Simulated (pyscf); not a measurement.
# Addition across a multiple bond or ene-type step: H₃Si–Si(SiH₃)=Ge(SiH₃)–SiH₃ + silane (SiH₄) -> H₃Si–SiH(SiH₃)–Ge(SiH₃)(SiH₃)–SiH₃

Gas phase, singlet surface, charge 0. Bonds broken: Si19–H20. Bonds formed: Si2–H20, Ge4–Si19. PySCF, gas phase, ωB97X-D3(BJ)/def2-SVP geometries.

Transition state (Å):

```xyz
23

Si     0.8515    -0.8558     2.8900
Si    -0.5880     0.1657     1.3704
Si    -2.7854     0.6647     1.9363
Ge    -0.5841    -1.0387    -0.6585
Si    -1.3417     0.4045    -2.3880
Si     1.7495    -1.2111    -1.1248
H      1.0101    -2.2867     2.5088
H      2.1691    -0.1602     2.8307
H      0.3093    -0.7590     4.2764
H     -3.5139    -0.6286     2.0680
H     -3.3783     1.4730     0.8330
H     -2.8729     1.4267     3.2156
H     -0.3530     1.4475    -2.8168
H     -1.6210    -0.4496    -3.5831
H     -2.6076     1.1058    -2.0104
H      2.0755    -2.5762    -1.6403
H      2.5565    -1.0012     0.1214
H      2.2402    -0.2239    -2.1384
Si     0.4379     2.0262     0.0451
H     -0.0387     1.6328     1.6891
H      1.1514     3.0975     0.8128
H     -0.8257     2.5905    -0.4855
H      1.4308     1.5564    -0.9525
```

One imaginary mode, 284i cm⁻¹; descent along it reached the two sides named, in the forms told below.

```
bond      change  reactant side (Å)  saddle  product side
--------  ------  -----------------  ------  ------------
Si19–H20  breaks              1.490   1.756           4.0
Si2–H20    forms                3.3   1.599         1.495
Ge4–Si19   forms                3.8     3.3         2.360
```

Electronic energies relative to the separated reactants (kJ/mol):

| level | barrier | reaction energy | reverse barrier |
|---|---|---|---|
| ωB97X-D3(BJ)/def2-TZVP | 51.5 | -192.4 | 243.9 |
| PBE/def2-TZVP | 60.6 | -147.4 | 208.0 |
| r²SCAN/def2-TZVP | 60.5 | -162.9 | 223.5 |
| B3LYP-D3(BJ)/def2-TZVP | 64.9 | -163.2 | 228.1 |
| PBE0-D3(BJ)/def2-TZVP | 41.3 | -181.1 | 222.4 |
| M06-2X/def2-TZVP | 60.2 | -167.7 | 227.9 |
| ωB97M-D3(BJ)/def2-TZVP | 60.1 | -172.8 | 232.9 |
| HF/def2-TZVP | 175.1 | -145.9 | 320.9 |

With ωB97M-D3(BJ)/def2-TZVP energies and thermal terms (ideal gas, 1 atm, RRHO with modes under 100 cm⁻¹ raised to 100, one conformer, R ln 2 for chiral ones without a mode under 150 cm⁻¹), in kJ/mol:

```tsv
T (K)	ΔH‡	ΔG‡	ΔH	ΔG
298	60.6	110.7	-169.5	-127.0
600	62.3	160.8	-164.6	-85.7
900	65.0	209.5	-159.3	-47.4
1200	67.8	257.3	-154.1	-10.9
```

On the reactant side the descent ends in a complex (not fully relaxed), 20.5 kJ/mol under the separated species and 72.0 kJ/mol under the saddle at ωB97X-D3(BJ)/def2-TZVP. At the saddle there is also a short Si–Si contact that neither side keeps. One saddle was located; it need not be the lowest between these sides. Elements up to Kr have no core potential and no relativistic terms here.
